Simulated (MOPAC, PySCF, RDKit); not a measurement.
Conformational energy of C4H6, SMILES C=CC=C. Scanned: dihedral C1–C2–C3–C4; all other coordinates were relaxed at GFN2-xTB. Points at φ and −φ are mirror images. Heavy atoms are numbered in the order of the SMILES C=CC=C, hydrogens after them in the order of the atoms that carry them; the mirror image has the same energies with the sign of each dihedral reversed. Each profile is relative to its own lowest point.

| φ / ° | A | B | C |
|---|---|---|---|
| -150 | 0.058 | 0.021 | 0.093 |
| -120 | 0.184 | 0.051 | 0.260 |
| -90 | 0.225 | 0.057 | 0.261 |
| -60 | 0.155 | 0.046 | 0.135 |
| -30 | 0.084 | 0.032 | 0.118 |
| 0 | 0.074 | 0.040 | 0.146 |
| 30 | 0.084 | 0.032 | 0.118 |
| 60 | 0.155 | 0.046 | 0.135 |
| 90 | 0.225 | 0.057 | 0.261 |
| 120 | 0.184 | 0.051 | 0.260 |
| 150 | 0.058 | 0.021 | 0.093 |
| 180 | 0.000 | 0.000 | 0.000 |

Energies in eV.

Question: Which curve belongs to which method? The methods are MMFF94 // GFN2-xTB (RDKit 2026.03.6); PM7, restricted, heats of formation // GFN2-xTB in MOPAC 23.2.5; restricted Hartree-Fock/STO-3G // GFN2-xTB (PySCF 2.14.0).

Answer: A is RHF/STO-3G; B is PM7; C is MMFF94.
